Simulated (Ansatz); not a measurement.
# hcp Be

All values below come from HSE06 (plane waves, PAW; Ansatz, a first-principles code).

Numerical settings: plane-wave cutoff 500 eV, 8×6×1 k mesh (along the axes of the cell as run), Fermi–Dirac smearing 0.1 eV, scalar-relativistic PAW data made under PBE.

Cell: relaxed with r²SCAN.

* **surface energy of the (11-20) face**: 2.19 J/m²
* **work function of the (11-20) face**: 3.94 eV

Note: exact exchange on metals is sensitive to the k mesh and can open a false gap.

The slab of 20 atoms is relaxed and unreconstructed.

It cost roughly 10 core-minutes of CPU time.
